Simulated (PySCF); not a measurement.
**Potential energy of SiH along the bond**

Set-up: PySCF, no relativity, basis sets Si def2-SVPD, H def2-SVPD. Energies in eV from Si + H in their ground configurations at the same level. State: ²Π (doublet), unpaired electrons π ↑.

All columns are PBE0. A positive dipole means Si(−)H(+).

```csv
R (Å),E (eV),μ (D),Mulliken charge on Si (basis-dependent),HOMO (eV),LUMO (eV),Mayer bond order,⟨S²⟩
1.324,-2.599,0.65,-0.07,-5.44,-3.16,0.93,0.76
1.386,-2.855,0.52,-0.06,-5.45,-3.17,0.94,0.76
1.448,-3.002,0.37,-0.03,-5.46,-3.18,0.96,0.76
1.494,-3.057,0.26,-0.01,-5.47,-3.20,0.97,0.76
1.540,-3.073,0.15,0.00,-5.49,-3.21,0.98,0.76
1.586,-3.058,0.03,0.02,-5.50,-3.23,0.99,0.76
1.648,-2.999,-0.12,0.04,-5.53,-3.25,1.00,0.76
1.725,-2.878,-0.33,0.06,-5.56,-3.28,1.01,0.76
1.817,-2.685,-0.57,0.07,-5.61,-3.32,1.02,0.76
1.940,-2.379,-0.90,0.09,-5.67,-3.39,1.02,0.76
```

A fit through these points gives, at Re = 1.539 Å, μ = 0.15 D and dμ/dR = -2.48 D/Å; the reduced mass is 0.9728 u.

How strong is the fundamental in the double-harmonic approximation, I = 42.26·(dμ/dR)²/μred km/mol?

I = 42.26·(-2.48)²/0.9728 = 267 km/mol at PBE0.

The state is the lowest determinant that a PBE0 search found; another state may lie lower at other levels.
